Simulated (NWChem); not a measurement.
The numbers come from NWChem runs, not from measurements. System: dichloromethane (CH2Cl2), charge 0, spin multiplicity 1, at a geometry optimised with PBE0/def2-SVP. Level: evGW0@PBE/def2-TZVP, RI basis def2-tzvp-rifit, 6 cycles.

Part of the output:

```
             Northwest Computational Chemistry Package (NWChem) 7.3.0
             --------------------------------------------------------

                                NWChem Input Module
                                -------------------

 Scaling coordinates for geometry "geometry" by  1.889725989
 (inverse scale =  0.529177249)

 Turning off AUTOSYM since
 SYMMETRY directive was detected!

                             Geometry "geometry" -> ""
                             -------------------------

 Output coordinates in angstroms (scale by  1.889725989 to convert to a.u.)

  No.       Tag          Charge          X              Y              Z
 ---- ---------------- ---------- -------------- -------------- --------------
    1 Cl                  17.0000     1.47760800     0.00000000     0.21451100
    2 C                    6.0000     0.00000000     0.00000000    -0.75592600
    3 Cl                  17.0000    -1.47760800     0.00000000     0.21451100
    4 H                    1.0000     0.00000000     0.90149800    -1.37890200
    5 H                    1.0000     0.00000000    -0.90149800    -1.37890200

 Effective nuclear repulsion energy (a.u.)     134.1996744793

            Nuclear Dipole moment (a.u.)
            ----------------------------
        X                 Y               Z
 ---------------- ---------------- ----------------
     0.0000000000     0.0000000000     0.0000264562

      Symmetry information
      --------------------

 Group name             C2v
 Group number             16
 Group order               4
 No. of unique centers     3

      Symmetry unique atoms

     1    2    4


 Summary of "ao basis" -> "" (spherical)
 ------------------------------------------------------------------------------
       Tag                 Description            Shells   Functions and Types
 ---------------- ------------------------------  ------  ---------------------
 *                         def2-tzvp                  on all atoms

 new library libraries.bse/

 Summary of "ri basis" -> "" (spherical)
 ------------------------------------------------------------------------------
       Tag                 Description            Shells   Functions and Types
 ---------------- ------------------------------  ------  ---------------------
 *                      def2-tzvp-rifit               on all atoms

  pbe96 is a nonlocal functional; adding pw91lda local functional.

                                 NWChem DFT Module
[...]
@GW        25          4.461           0.000
@GW        26          6.712           0.000
@GW        27          7.003           0.000
@GW        28          8.898           0.000
@GW        29          8.630           0.000
@GW        30         10.453           0.000
@GW        31         11.218           0.000
@GW        32         12.288           0.000
@GW        33         11.966           0.000
@GW        34         12.403           0.000
@GW        35         12.918           0.000
@GW        36         13.276           0.000
@GW        37         14.176           0.000
@GW        38         13.590           0.000
@GW        39         14.928           0.000
@GW        40         14.756           0.000
@GW        41         14.622           0.000
@GW        42         15.081           0.000
@GW        43         15.680           0.000
@GW        44         18.804           0.000
@GW        45         19.178           0.000
@GW        46         20.856           0.000
@GW        47         20.606           0.000
@GW        48         26.679           0.000
@GW        49         26.666           0.000
@GW        50         29.144           0.000
@GW        51         29.297           0.000
@GW        52         30.723           0.000
@GW        53         31.622           0.000
@GW        54         31.966           0.000
@GW        55         42.443           0.000
@GW        56         44.468           0.000
@GW        57         48.744           0.000
@GW        58         49.428           0.000
@GW        59         50.711           0.000
@GW        60         53.289           0.000
@GW        61         54.408           0.000
@GW        62         53.585           0.000
@GW        63         53.826           0.000
@GW        64         54.588           0.000
@GW        65         54.932           0.000
@GW        66         54.959           0.000
@GW        67         55.167           0.000
@GW        68         55.361           0.000
@GW        69         57.597           0.000
@GW        70         57.753           0.000
@GW        71         57.940           0.000
@GW        72         58.275           0.000
@GW        73         58.225           0.000
@GW        74         62.997           0.000
@GW        75         63.902           0.000
@GW        76         63.926           0.000
@GW        77         63.861           0.000
@GW        78         64.111           0.000
@GW        79         63.935           0.000
@GW        80         65.334           0.000
@GW        81         65.601           0.000
@GW        82         66.523           0.000
@GW        83         66.384           0.000
@GW        84         65.877           0.000
@GW        85         67.143           0.000
@GW        86         67.764           0.000
@GW        87         69.050           0.000
@GW        88         70.396           0.000
@GW        89         72.025           0.000
@GW        90         73.099           0.000
@GW        91         75.118           0.000
@GW        92         81.013           0.000
@GW        93         85.898           0.000
@GW        94         85.975           0.000
@GW        95         88.576           0.000
@GW        96         87.966           0.000
@GW        97         90.686           0.000
@GW        98         92.030           0.000
@GW        99         97.937           0.000
@GW       100        101.067           0.000
@GW       101        100.388           0.000
@GW       102        104.979           0.000
@GW       103        104.683           0.000
@GW       104        104.243           0.000
@GW       105        117.481           0.000
@GW       106        119.435           0.000
@GW       107        119.893           0.000
@GW       108        123.842           0.000
@GW       109        304.637           0.000
@GW       110        304.501           0.000
@GW       111        304.555           0.000
@GW       112        305.463           0.000
@GW       113        317.315           0.000
@GW       114        319.072           0.000
@GW       115        611.572           0.000
@GW       116        694.288           0.000
@GW       117        699.034           0.000

     GW Timing Statistics
   ------------------------
   Init.   :          0.1s
     ERIs  :          1.8s
     Distr.:          0.1s
     Vxc   :          0.2s
   Sigma_x :          0.0s
   RPA     :          1.8s
   Wmn     :          6.0s
   Sigma_c :          4.5s
   GW total:         14.6s

 Task  times  cpu:       14.6s     wall:       14.6s

 Total times  cpu:       24.1s     wall:       24.1s
```

Task: Write an NWChem input that would produce this output.

Result: One answer among several that fit: 
```
start mol
memory heap 200 mb stack 700 mb global 1700 mb
geometry units angstroms nocenter noautoz
  Cl     1.477608     0.000000     0.214511
  C      0.000000     0.000000    -0.755926
  Cl    -1.477608     0.000000     0.214511
  H      0.000000     0.901498    -1.378902
  H      0.000000    -0.901498    -1.378902
  symmetry group C2v
end
basis spherical
  * library def2-tzvp
end
basis "ri basis" bse spherical
  * library def2-tzvp-rifit
end
dft
  xc xpbe96 cpbe96
  iterations 100
  direct
  tolerances tight
end
task dft energy
gw
  evgw0 6
  states alpha occ -1 vir -1
end
task dft gw
```
